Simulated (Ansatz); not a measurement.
```yaml
crystal:
  periodic: [false, false, false]
  atoms:
    - {symbol: C, position_ang: [-1.560186, 0.537903, 0.164438]}
    - {symbol: P, position_ang: [0.175805, 0.472417, -0.335207]}
    - {symbol: C, position_ang: [1.094996, 0.292275, 1.210828]}
    - {symbol: C, position_ang: [0.356821, -1.121392, -1.168630]}
    - {symbol: O, position_ang: [0.605444, 1.626970, -1.154434]}
    - {symbol: H, position_ang: [-1.726260, 1.450162, 0.740141]}
    - {symbol: H, position_ang: [-1.846665, -0.327282, 0.765603]}
    - {symbol: H, position_ang: [-2.182448, 0.578832, -0.731298]}
    - {symbol: H, position_ang: [0.971691, 1.201999, 1.801106]}
    - {symbol: H, position_ang: [2.154841, 0.174642, 0.978191]}
    - {symbol: H, position_ang: [0.754184, -0.566366, 1.792722]}
    - {symbol: H, position_ang: [0.032993, -1.952413, -0.538903]}
    - {symbol: H, position_ang: [1.405018, -1.259257, -1.439750]}
    - {symbol: H, position_ang: [-0.236226, -1.108503, -2.084797]}
basis:
  gaussian: {orbitals: LANL2DZ}
hamiltonian: {xc: {name: PBEsol}, dispersion: d3bjatm}
output: {forces: true}
```

```sh
$ ansatz run in.yaml --threads 4 --pin off --events-out ev --progress --plain --max-ram 10444MiB
```

Shortened log:

```
Error: <dir> can't be read: No such file or directory (os error 2)
```
